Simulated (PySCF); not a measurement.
Molecule: 1,2-dichloroethane (SMILES ClCCCl).

Geometry (Å), atoms numbered from 1 in this order:
```xyz
8

Cl   -0.2629    1.1472    1.8093
C     0.1470   -0.2004    0.7129
C    -0.1470    0.2004   -0.7129
Cl    0.2629   -1.1472   -1.8093
H    -0.4500   -1.0732    1.0089
H     1.2113   -0.4356    0.8457
H    -1.2113    0.4356   -0.8457
H     0.4500    1.0732   -1.0089
```

Geometry PBE0-D3(BJ)/def2-SVP throughout; GIAO in PySCF 2.14.0 with density-fitted response routines, gas phase, one conformer, non-relativistic; equivalent atoms averaged; functional PBE0.

For orientation, 6-31G* gives these shifts δ (against HCl, TMS at the same level): Cl1/Cl4 60.7, C2/C3 43.1, H5/H6/H7/H8 3.23 ppm.

A run gave: Cl1/Cl4 97.9, C2/C3 49.1, H5/H6/H7/H8 3.47 ppm (shifts δ (against HCl, TMS at the same level)).

Question: Which basis set was used in that run?
A. aug-cc-pVDZ
B. pcSseg-0
C. pcSseg-2
D. def2-SVP

Answer: C. C2/C3 tells them apart best: pcSseg-2 gives 49.1, pcSseg-0 gives 47.3, aug-cc-pVDZ gives 46.9, def2-SVP gives 44.5 ppm.
